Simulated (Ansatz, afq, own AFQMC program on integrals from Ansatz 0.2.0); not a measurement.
**AlNH₂, triplet: AFQMC among the cluster methods**

```yaml
atoms:
  - { symbol: Al, position_ang: [0.0000, 0.0000, 0.6865] }
  - { symbol: N, position_ang: [0.0000, 0.0000, -1.0849] }
  - { symbol: H, position_ang: [0.0000, 0.8334, -1.6498] }
  - { symbol: H, position_ang: [0.0000, -0.8334, -1.6498] }
```

Connectivity, by distances: Al–NH2.

Basis cc-pVDZ. Noble-gas cores (and the filled d shells of Ga–Kr and In–Xe) are frozen. Integrals, coupled cluster, full CI and functionals: Ansatz 0.2.0; the random walks run on the same integrals in our own AFQMC program. The CISD trial takes its coefficients from CCSD amplitudes. Released means that phaseless walkers are propagated on without the constraint, phases kept. Error bars are statistical, one sigma.

Determinant: UHF, the one that the program's search chose, which needn't be the lowest solution. The geometry is a PBE0/def2-TZVP stationary point of this or a neighbouring charge and spin state.

No full CI on the walks' own integrals is used here; CCSDT(Q) serves as the reference and is uncertain by about the last step of the cluster series.

Cautions: another spin lies lower (by 2.44 eV).

* T1 diagnostic: 0.0197
* weight of the determinant in the CISD state: 0.911
* ⟨S²⟩ of the determinant: 2.005
* size of the correlated space: 10 electrons in 36 orbitals

Reference: CCSDT(Q), correlation energy -6.163 eV. The released energy is read at 2.40 1/Eh (meV from the phaseless value at times in 1/Eh: 3 ± 4 at 0.24, -7 ± 7 at 0.51, -1 ± 3 at 0.99, -9 ± 3 at 1.62, -3 ± 4 at 2.40).

| level | E − E(reference) (kcal/mol) | share of correlation (%) |
| --- | --- | --- |
| HF | 142.11 | 0.00 |
| MP2 | 14.34 | 89.91 |
| CCSD | 4.59 | 96.77 |
| CCSD(T) | 0.77 | 99.46 |
| CCSDT | 0.39 | 99.72 |
| ph-AFQMC/HF | -0.80 ± 0.57 | 100.56 |
| ph-AFQMC/CISD | 0.05 ± 0.11 | 99.96 |
| released AFQMC | -0.01 ± 0.08 | 100.01 |

A walk keeps the symmetry of its determinant, which the program's search chose and which needn't be the lowest solution, so a lower state of the same spin and another symmetry isn't excluded. Released energies are given only where the last usable release times agree within the noise; a slower fall can still hide under it.
